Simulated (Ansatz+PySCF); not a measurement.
Two shapes of singlet H2O.

Shape 1:

```xyz
3

O     0.0000    0.0000   -0.1197
H     0.0000    0.7919    0.5086
H     0.0000   -0.7542    0.4787
```

Shape 2:

```xyz
3

O     0.0000    0.0000   -0.1197
H     0.0000    1.0936    0.7479
H     0.0000   -0.7542    0.4787
```

Basis set: 6-31G (spherical functions). Left uncorrelated: 1 orbital. Charge 0, multiplicity 1.

Computed with Ansatz (development build ahead of 0.2.0); each method stands on the lowest determinant of its kind that the runs found.

Which shape is lower in energy, and by how much in each method?

```csv
method,E(2) − E(1) (eV)
UHF-MP2,2.163
UHF-CCSD(T),1.644
full CI (lowest root of this spin),1.629
PBE0 (restricted),1.845
PBE0 (unrestricted),1.845
```

Shape 1 is lower. Caution for UHF-MP2, UHF-CCSD(T): bonds are stretched, where a single reference can fail; the unrestricted determinant is spin contaminated. Caution for UHF-MP2: another reference gives a lower total.
